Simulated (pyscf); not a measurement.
PySCF, gas phase, ωB97X-D3(BJ)/def2-SVP geometries.

### Question
For the elementary gas-phase step Cl–Ti(Cl)(Cl)–SeH + hydrogen (H₂) → Cl–TiH(Cl)–SeH + hydrogen chloride (HCl) (singlet surface; Cl–Ti, H–H broken, H–Ti, Cl–H formed), what barrier and reaction energy does B3LYP-D3(BJ)/def2-TZVP give, measured from the separated reactants?

### Answer
ΔE‡ = 39.5 kcal/mol, ΔE = +40.9 kcal/mol. ωB97M-D3(BJ)/def2-TZVP gives 38.4 kcal/mol and +35.7 kcal/mol. Zero-point energy shifts the barrier by +2.0 kcal/mol. It is a four-centre exchange, with an imaginary mode of 236i cm⁻¹. On the product side the descent ends in an adduct with a Cl–Ti contact (not fully relaxed), 5.3 kcal/mol under the separated species and 3.7 kcal/mol under the saddle at ωB97X-D3(BJ)/def2-TZVP. At B3LYP-D3(BJ) the saddle lies under the separated products, which points to a path from their complex (located at ωB97X-D3(BJ) alone), and parting the products costs more than the saddle. What is counted as broken (Cl–Ti) persists as a longer contact in the product adduct; parting that adduct is a step of its own. The same reactants have a lower exit, to H₂Se + Cl–TiH(Cl)–Cl (barrier +28.8 kcal/mol at ωB97M-D3(BJ)/def2-TZVP, against +38.4 kcal/mol here). This is the saddle that the search found; another between the same sides may lie lower. Elements up to Kr have no core potential and no relativistic terms here.
